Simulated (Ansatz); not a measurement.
`CC(O)(F)F` → `F[C]F` + CH₃OH  (formal loss of a carbene)

Calculated with Ansatz (gas phase, PBE0-D4/def2-TZVP geometries, no zero-point term in ΔE). CBS: MP2 limit from def2 TZ/QZ plus the TZ coupled-cluster correction, frozen cores. This one scheme is used for every species. DFT in def2-TZVPP. One conformer a species, not always the lowest.

`CC(O)(F)F`:

```xyz
9

C     0.572    0.122   -0.863
C    -0.160    0.083    0.443
O    -1.081   -0.909    0.461
F     0.715   -0.076    1.480
F    -0.765    1.283    0.692
H    -0.139    0.292   -1.670
H     1.081   -0.827   -1.021
H     1.302    0.930   -0.840
H    -1.525   -0.898    1.317
```

`F[C]F`:

```xyz
3

F    -0.346    0.197   -0.982
C    -0.349   -0.343    0.196
F     0.696    0.146    0.786
```

CH₃OH:

```xyz
6

C    -0.160    0.170    0.269
O     0.061   -0.862   -0.664
H    -1.027   -0.117    0.864
H    -0.383    1.130   -0.215
H     0.689    0.309    0.949
H     0.820   -0.629   -1.202
```

| level | ΔE (kJ/mol) |
| --- | --- |
| PBE-D4 | 346.2 |
| ωB97X-V | 349.9 |

Task: What does CCSD(T)/CBS give? (Best estimate.)

Result: Ansatz gave: +343.4 kJ/mol. The listed levels differ from it by 2.8, 6.5 kJ/mol.

Largest T1 diagnostic among the species: 0.017.

The D4 term adds +9.9 kJ/mol with B3LYP and +5.2 kJ/mol with PBE0; it sums over pairs of atoms, weighted by their polarisabilities, and B3LYP, whose exchange is more repulsive, gets the larger term. In def2-TZVPP, CCSD(T) changes the Hartree–Fock value by +23.6 kJ/mol (the triples alone add −0.1 kJ/mol) and MP2 by +45.4 kJ/mol. From r2SCAN to r2SCAN0 (25 % exact exchange), in def2-TZVPP and without D4, ΔE moves by +9.4 kJ/mol.

B3LYP here is the variant with VWN-RPA as its local correlation; programs differ in this.
